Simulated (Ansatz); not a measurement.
# C4H7F: small, medium and large basis sets

How large a basis does C4H7F need? Two functionals are run in growing sets.

Method: one geometry, several basis sets; program: Ansatz 0.2.0, Gaussian basis.

Plan: PBE0-D4/def2-SVP; ωB97M-V/def2-SVP; PBE0-D4/def2-QZVPP; ωB97M-V/def2-QZVPP; the functionals' def2-TZVPP values are taken from earlier runs.

### 1 The geometry

All runs share one geometry, relaxed beforehand with PBE0-D4 in a triple-zeta def2 set.

SMILES `C=C(C)CF`, 12 atoms, charge 0, spin multiplicity 1.

Atoms are counted from 1 here; the program's logs count them from 0.

Bond lengths: C1–C2 1.326 Å, C1–H6 1.084 Å, C1–H7 1.082 Å, C2–C3 1.495 Å, C2–C4 1.494 Å, C3–H8 1.095 Å, C3–H9 1.090 Å, C3–H10 1.095 Å, C4–F5 1.375 Å, C4–H11 1.097 Å, C4–H12 1.097 Å. Angles: C2–C1–H6 120.9°, C2–C1–H7 121.2°, H6–C1–H7 117.9°, C1–C2–C3 123.8°, C1–C2–C4 122.0°, C3–C2–C4 114.1°, C2–C3–H8 111.2°, C2–C3–H9 111.1°, C2–C3–H10 111.2°, H8–C3–H9 108.2°, H8–C3–H10 106.8°, H9–C3–H10 108.2°, C2–C4–F5 112.8°, C2–C4–H11 110.2°, C2–C4–H12 110.2°, F5–C4–H11 107.9°, F5–C4–H12 107.9°, H11–C4–H12 107.7°.

### 2 PBE0-D4 in def2-SVP

Input file in.yaml:

```yaml
crystal:
  periodic: [false, false, false]
  atoms:
    - {symbol: C, position_ang: [-0.123663, 1.523055, 0.162105]}
    - {symbol: C, position_ang: [0.003761, 0.208531, 0.043176]}
    - {symbol: C, position_ang: [0.894250, -0.623265, 0.908934]}
    - {symbol: C, position_ang: [-0.746611, -0.570548, -0.987019]}
    - {symbol: F, position_ang: [-1.553370, 0.221220, -1.770494]}
    - {symbol: H, position_ang: [0.429842, 2.070068, 0.916562]}
    - {symbol: H, position_ang: [-0.781687, 2.083905, -0.489127]}
    - {symbol: H, position_ang: [0.323299, -1.388061, 1.445993]}
    - {symbol: H, position_ang: [1.413169, -0.007587, 1.643468]}
    - {symbol: H, position_ang: [1.646166, -1.150812, 0.312575]}
    - {symbol: H, position_ang: [-1.381285, -1.324383, -0.503898]}
    - {symbol: H, position_ang: [-0.046672, -1.097123, -1.648275]}
basis:
  gaussian: {orbitals: def2-SVP}
hamiltonian: {xc: pbe0, dispersion: d4}
output: {orbitals: {seedname: orbitals}}
```

The run is started by

```sh
$ ansatz run in.yaml --threads 4 --pin off --events-out ev --progress --plain --max-ram 10444MiB
```

Further steps of the session: ωB97M-V in def2-SVP; PBE0-D4 in def2-QZVPP; ωB97M-V in def2-QZVPP.

Q: Predict the results of all the runs planned. Wanted: PBE0-D4: double and triple zeta above quadruple; ωB97M-V: double and triple zeta above quadruple.

**Answer**, as computed:

| quantity | value |
| --- | --- |
| PBE0-D4: double and triple zeta above quadruple | 8.38, 0.38 eV |
| ωB97M-V: double and triple zeta above quadruple | 8.72, 0.37 eV |

For PBE0-D4 the step from double to triple zeta gains 8.01 eV and the next only 0.38 eV. Total energies overstate the basis error of differences, where much of it tends to cancel. The LUMO of ωB97M-V is positive and keeps falling with the basis (2.69 to 1.75 eV): an unbound level that the basis holds in place.
